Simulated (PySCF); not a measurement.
**Fluorine: a sound run and one with changed settings**

Sound run: F [He] 2s2 2p5, F+ [He] 2s2 2p4. Calculation: PySCF 2.14, in cc-pVDZ; the non-relativistic Hamiltonian (point nucleus). In the sound run the correlated levels freeze 1s2. The sound run starts from symmetry-adapted Hartree-Fock orbitals and uses a fine grid where one is needed.

Changed run: a valence shell is frozen. This setting is unsound on purpose.

```csv
species,method,sound run (hartree),changed run (hartree),converged
F,MP2,-99.51584,-99.46556,yes
F,CCSD(T),-99.52757,-99.47273,yes
F+,MP2,-98.89901,-98.84746,yes
F+,CCSD(T),-98.91361,-98.85378,yes
```

Ionisation energy of F:

| method | sound run (eV) | changed run (eV) |
| --- | --- | --- |
| UHF | 15.640 | 15.640 |
| MP2 | 16.785 | 16.819 |
| SCS-MP2 | 16.744 | 16.851 |
| CCSD | 16.704 | 16.837 |
| CCSD(T) | 16.707 | 16.842 |

Freezing a valence shell removes pair correlation that changes on ionisation.

For comparison, NIST gives 17.423 eV between the lowest levels.
